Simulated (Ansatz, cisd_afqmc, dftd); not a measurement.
Barrier from H2 (molecular hydrogen, SMILES [H][H]) + O (triplet) to the saddle point below; all geometries are those of the HTBH38 set.
```xyz
3

H      0.0000     0.0000     0.8603
O      0.0000     0.0000    -0.3290
H      0.0000     0.0000     1.7719
```
Charge 0, spin multiplicity 3.

Quantity: barrier height (electronic, no zero-point energy), in kcal/mol. Open shells are spin-unrestricted; no spin-orbit coupling. Correlated methods leave the cores frozen. Rows without X2C or -DK are non-relativistic. AFQMC/CISD: phaseless, guided by CISD from CCSD amplitudes; bars are statistical, one sigma. Outlying blocks are dropped, and bars are widened where a walk drifts. Over all cases where full CI ran beside it in this data, AFQMC minus full CI had a median of +0.1 mEh and passed +0.4 mEh in a tenth of the cases. CBS(X,Y): correlation extrapolated as X^-3, Hartree-Fock from the larger set. A bracket is a step between two methods taken in the basis named. The functionals are non-relativistic, so their misses hold any scalar relativity. Double hybrids freeze cores in their MP2 part. 'core' is core correlation in cc-pwCVTZ, 'X2C' scalar relativity in cc-pVTZ-DK, both at CCSD(T). For partners of very few electrons the exact lower level stands in for a higher one. The UHF reference of H2O (saddle point or complex, triplet) is spin-contaminated (<S^2> up to 0.06 over the pure value in the sets run).

Published benchmark value: 13.1 kcal/mol (Zhao et al., J. Phys. Chem. A 109, 2012 (2005), HTBH38), a best estimate, not a measurement.

```csv
level,program,barrier height (kcal/mol),difference against that value
r2SCANh/def2-TZVPD,Ansatz,4.8,-8.3
wB97M-V/def2-TZVPD,Ansatz,10.1,-3.0
B2GP-PLYP-D3(BJ)/def2-TZVPD,Ansatz + dftd3,12.2,-0.9
B2GP-PLYP/def2-TZVPD,Ansatz,12.3,-0.8
CCSDT(Q)/aug-cc-pVDZ,Ansatz,13.8,0.7
CCSDT(Q)/aug-cc-pVTZ,Ansatz,13.5,0.4
CCSDTQ/aug-cc-pVDZ,Ansatz,13.8,0.7
AFQMC/CISD/aug-cc-pVDZ,cisd_afqmc,14.2 ± 0.1,1.1
"CCSD(T)/CBS(aug-cc-pVTZ,aug-cc-pVQZ) + [CCSDT(Q) - CCSD(T)]/aug-cc-pVDZ + core + X2C",Ansatz,12.6,-0.5
"CCSD(T)/CBS(aug-cc-pVTZ,aug-cc-pVQZ) + [AFQMC/CISD - CCSD(T)]/aug-cc-pVTZ + core + X2C",Ansatz + cisd_afqmc,12.7 ± 0.1,-0.4
"CCSD(T)/CBS(aug-cc-pVTZ,aug-cc-pVQZ) + [CCSDT(Q) - CCSD(T)]/aug-cc-pVTZ + [CCSDTQ - CCSDT(Q)]/aug-cc-pVDZ + core + X2C",Ansatz,12.6,-0.5
```

Ansatz is a first-principles code.
